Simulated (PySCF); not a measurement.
O₂S, SMILES O=S=O (connectivity only; charge and spin as stated), charge +1, multiplicity 2.

Geometry optimised at PBE0-D3(BJ)/def2-TZVP. The spin state was assumed, not searched.

Calculation: PBE0-D3(BJ)/def2-TZVP in PySCF 2.14.0.

Frequencies are harmonic and unscaled.

```csv
mode,ν (cm⁻¹),IR (km/mol),moving atoms (share of kinetic energy)
1,424,18.7,"O 63 %, S 37 %"
2,1153,0.1,"O 87 %, S 13 %"
3,1345,4.2,"O 54 %, S 46 %"
```
